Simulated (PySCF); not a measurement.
`InChI=1S/C3H3NO/c4-2-1-3(2)5/h1H,4H2`

Geometry:
```
atom   x (Å)   y (Å)   z (Å)
  N1   1.429  -0.064   0.140
  C2   0.111  -0.027   0.019
  C3  -0.972   0.698  -0.396
  C4  -1.222  -0.570   0.159
  O5  -1.922  -1.476   0.513
  H6   1.880  -0.868   0.542
  H7   2.005   0.707  -0.162
  H8  -1.301   1.610  -0.838
```

Computed, not measured: quadratic response CAM-B3LYP/def2-SVPD first hyperpolarisability, Taylor convention, gas phase (PySCF 2.14.0). Geometry: GFN2-xTB.

(1) Give the tensor of the second harmonic β(−2ω;ω,ω) at 1064 nm in the axes of these coordinates.

Results:

(1) In au, Taylor convention; rows are the first index (the induced dipole):
```csv
,xx,yy,zz,xy,xz,yz
x,-30.1,+18.7,-0.7,-37.3,+15.6,-13.7
y,-36.6,-92.2,-26.9,+17.8,-13.6,+29.7
z,+15.4,+30.0,+24.0,-13.7,-1.5,-26.5
```
Norm of βᵢ = ⅓ Σⱼ (βᵢⱼⱼ + βⱼᵢⱼ + βⱼⱼᵢ): 171.2 au, hyper-Rayleigh value 65.6 au.
